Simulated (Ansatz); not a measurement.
A made-up structure of BSiH$_{3}$O, closed shell:

| atom | x (Å) | y (Å) | z (Å) |
| --- | --- | --- | --- |
| B1 | 0.2535 | -0.5269 | -0.8574 |
| Si2 | -0.2354 | 0.4802 | 0.8018 |
| O3 | -0.4596 | 1.9858 | 0.7443 |
| H4 | -0.5923 | -0.9660 | -1.5763 |
| H5 | 0.6525 | -0.6096 | 1.0027 |
| H6 | -0.3625 | -0.3140 | 2.0638 |

It is relaxed with PBE-D4/def2-SVP and then PBE0-D4/def2-TZVP (Ansatz 0.2.0). Atoms count as bonded within 1.22 times the sum of their covalent radii (H–H: 0.88 Å). The end point is not checked to be a true minimum.

Does its bonding change? (A judgement: the text doesn't fix the answer.)

The calculation gives: Yes. Formed: B1–H5; broken: Si2–H5.

Where it ends: The first stage lowers the energy by 4.98 eV in 15 steps. It ends as BSiH₃O ([BH2][SiH][O]):
| atom | x (Å) | y (Å) | z (Å) |
| --- | --- | --- | --- |
| B1 | 0.2344 | -0.6472 | -0.3574 |
| Si2 | -0.4591 | 0.6086 | 1.0385 |
| O3 | -0.3525 | 2.1143 | 0.8340 |
| H4 | -0.4673 | -1.0133 | -1.2512 |
| H5 | 1.3723 | -1.0077 | -0.3429 |
| H6 | -1.0717 | -0.0054 | 2.2581 |

Labels in which every atom is bracketed show which atoms are joined, not bond orders.

For scale, one of the runs: PBE0-D4/def2-TZVP relaxation, 117 basis functions, launched by `ansatz run in.yaml --threads 2 --pin off --events-out ev --progress --plain --max-ram 4352MiB`. The run took about 15 s on 2 CPU threads of an Arm Neoverse V1 (shared host).
